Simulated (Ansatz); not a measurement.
This geometry of CH$_{2}$O$_{2}$S (6 atoms, charge 0, multiplicity 1) is a first-order saddle point.

Method: RHF/def2-SVP (Ansatz).

```xyz
6
Properties=species:S:1:pos:R:3
O 0.806 0.118 -0.834
C -0.197 -0.118 -0.032
O 0.213 -0.735 1.064
S -1.742 0.267 -0.362
H 0.488 0.530 -1.628
H 0.475 -0.127 1.744
```

Which two structures does it join? (They come from a converged band through this point; their orientation in space is the band's.)

No bond is made or broken. The dihedral S4–C2–O3–H6 goes from -180 to 0°.

First end point:

```xyz
6
Properties=species:S:1:pos:R:3
O 0.760 0.471 -0.503
C -0.302 -0.123 -0.013
O -0.087 -0.539 1.200
S -1.706 -0.314 -0.822
H 0.582 0.766 -1.388
H 0.795 -0.326 1.480
```

Last end point:

```xyz
6
Properties=species:S:1:pos:R:3
O 0.830 0.603 -0.765
C -0.029 -0.020 -0.018
O 0.502 -0.293 1.134
S -1.565 -0.406 -0.466
H 0.435 0.800 -1.605
H -0.131 -0.748 1.674
```

How far does it lie above each of them?

39.8 kJ/mol above the first and 54.2 kJ/mol above the second. This is the barrier of this one path; another mechanism may lie lower.

The run took 62 s on 1 thread of AMD EPYC 7R43 64-Core Processor (Zen 3), on a shared host, peak memory 0.13 GiB.
